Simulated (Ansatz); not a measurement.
# Property card for TlPd₃

These are results of DFT PBEsol, scalar-relativistic, plane waves, PAW in Ansatz 0.2.0, not measurements.

Settings: cutoff 420 eV, Γ-centred mesh 14×14×14 on the computed 4-atom cell, Gaussian smearing of 0.10 eV; no spin polarisation.

The structure is relaxed at this level of theory with its symmetry kept. Whether it is the stable form of this composition wasn't checked.

Space group I4/mmm (No. 139). a = 4.130 Å, b = 4.130 Å, c = 7.550 Å, α = 90.00°, β = 90.00°, γ = 90.00°
| atom | site | symmetry | x | y | z |
| --- | --- | --- | --- | --- | --- |
| Tl | 2a | 4/mmm | 0.0000 | 0.0000 | 0.0000 |
| Pd | 4d | -4m2 | 0.0000 | 0.5000 | 0.2500 |
| Pd | 2b | 4/mmm | 0.5000 | 0.5000 | 0.0000 |

| Property | Result |
| --- | --- |
| Space group | I4/mmm (No. 139) |
| Volume per atom | 16.10 Å³ |
| Formation energy from the elements' standard states (uncorrected) | -0.227 eV/atom |
| Kohn–Sham band gap | none (metal) |
| Density of states at the Fermi level | 1.54 states/eV per cell |
| Löwdin character within 0.5 eV of the Fermi level | Pd 4d 77 %, Tl 6p 16 % |
| Bulk modulus | 165 GPa |
| Its pressure derivative | 5.5 |
| Bader charges (e) | Tl (1 in the cell) 0.43, Pd (2 in the cell) -0.14, Pd (1 in the cell) -0.14 |

Spin-orbit coupling is left out, which matters for the bands of heavy elements.